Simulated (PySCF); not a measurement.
## Computed data sheet: cyanoallene (`C=C=CC#N`)

Cyanoallene, C₄H₃N.
Geometry (GFN2-xTB, Å), atoms numbered from 1 in this order:
```
atom  x, y, z in Å
C1    -1.6696   -0.1680    0.0101
C2    -0.4348    0.2006   -0.0086
C3     0.8217    0.5596   -0.0264
C4     1.8673   -0.3853    0.0016
N5     2.7302   -1.1396    0.0242
H6    -2.2094   -0.2961    0.9346
H7    -2.2181   -0.3612   -0.8979
H8     1.1218    1.5994   -0.0622
```

Some functional groups and rings: nitrile and allene or cumulene.

**GFN2-xTB geometry**

| Item | Value |
| --- | --- |
| Point group of the GFN2-xTB geometry | Cs |
| Rotational constants A, B, C of the GFN2-xTB geometry | 25.695, 2.764, 2.538 GHz |

B3LYP/def2-SVPD ground state and vertical TDDFT (core frozen in the response) (PySCF):

| Quantity | Value |
| --- | --- |
| Dipole moment | 4.42 D |
| HOMO energy | -8.03 eV |
| LUMO energy | -1.65 eV |
| HOMO–LUMO gap | 6.38 eV |
| Lowest singlet excitation | 5.50 eV (226 nm, f = 0.000) |
| Strongest line among the 8 lowest singlet transitions | S3 at 6.30 eV (197 nm, f = 0.339) |
| Lowest triplet excitation (Tamm–Dancoff) | 4.00 eV |
| Static isotropic polarisability | 55.0 au |
| Electronic spatial extent ⟨r²⟩ about the centre of nuclear charge | 463 bohr² |

Monoisotopic mass from the formula: 65.0265 u.

The vertical singlet–triplet gap S1 − T1 is 1.50 eV (TDDFT singlet less Tamm–Dancoff triplet; S1: HOMO−1→LUMO, weight 0.86; T1: HOMO→LUMO, weight 0.95). The largest Löwdin shares of the LUMO are 0.30 on C2, 0.21 on C3, 0.15 on N5 and 0.13 on C4. S1 lies 0.88 eV below the HOMO–LUMO gap; its leading configuration is HOMO−1→LUMO, weight 0.86. The rotational constants make it an asymmetric top with κ = (2B − A − C)/(A − C) = -0.98, nearer the prolate limit (−1). The dipole matches unit charges of opposite sign 0.92 Å apart (1 e·Å = 4.8032 D). No computed singlet falls in the visible range (750 to 380 nm, 1.65 to 3.26 eV); S1 lies 2.24 eV above its blue end. In wavenumbers S1 is 44300 cm⁻¹ (1 eV = 8065.54 cm⁻¹).

Geometry: GFN2-xTB; no solvent, vibrations or thermal averaging.

For the TDDFT job (B3LYP/def2-SVPD), hardware: an Arm Neoverse N1 with one thread (shared host). Cost: 12 s wall.
